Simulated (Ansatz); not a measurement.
# CO+ (quartet): the correlation ladder, def2-TZVPP

An exercise on one series of results from a longer session: the logs are not shown, and one member is left open.

Program: Ansatz 0.2.0, Gaussian basis. Level of theory: def2-TZVPP, core rule «outside noble gas», up to 2 orbitals frozen. These are calculated values, not measurements.

The runs, in order: UHF; ROHF; CCSD(T) on UHF.

**What is computed**

The geometry is a PBE0/def2-TZVP stationary point (not a proven minimum).

2 atoms, charge 1, spin multiplicity 4.

Atoms are counted from 1 here; the program's logs count them from 0.

Bond lengths: O1–C2 1.308 Å.

The first run:

Input file in.yaml:

```yaml
crystal:
  periodic: [false, false, false]
  atoms:
    - {symbol: O, position_ang: [0.000000, 0.000000, 0.000000]}
    - {symbol: C, position_ang: [0.000000, 0.000000, 1.308000]}
basis:
  gaussian: {orbitals: def2-TZVPP}
total_charge: 1
magnetization: {spin_polarized: true, initial_magnetization: 3}
hamiltonian: {xc: hf}
output: {orbitals: {seedname: orbitals}}
```

The run is started by

```
> ansatz run in.yaml --threads 1 --pin off --events-out ev --progress --plain --max-ram 4096MiB --backend cpu
```

Steps of the session up to this table: UHF; ROHF; CCSD(T) on UHF.

One of the session's tables, all rows but one given; the rest of the session is left out.

| method | from UCCSD(T) (meV) |
| --- | --- |
| ROHF | +7788.9 |
| UHF | ? |
| UMP2 | +1020.0 |
| UCCSD | +369.5 |
| UCCSD(T) | 0 |

**Question.** Estimate the row for UHF.

The run gave: from UCCSD(T) (meV): +7597.6. In the column «from UCCSD(T) (meV)» it lies between UMP2 (+1020.0) and ROHF (+7788.9).
